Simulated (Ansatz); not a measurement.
# COS, singlet: CASSCF and its corrections

Program: Ansatz, Gaussian basis, development build. Basis cc-pVDZ, nonrelativistic, 7 orbitals frozen in the corrections. State-specific CASSCF; RHF is the lowest restricted (open-shell) Hartree–Fock solution met. No symmetry is imposed, so a solution can break that of the shape. The lowest solution met needn't be the lowest there is, nor hold the orbitals that a chemist would pick.

Geometry:

```xyz
3

O     0.0000    0.0000   -1.6821
C     0.0000    0.0000   -0.5257
S     0.0000    0.0000    1.0382
```

(1) What do CASSCF and its corrections give against RHF in CAS(8,6), and what are the occupations?

Results:

(1) CASSCF -2.118 eV, SC-NEVPT2 -11.424 eV; occupations 1.99, 1.99, 1.95, 1.95, 0.06, 0.06.
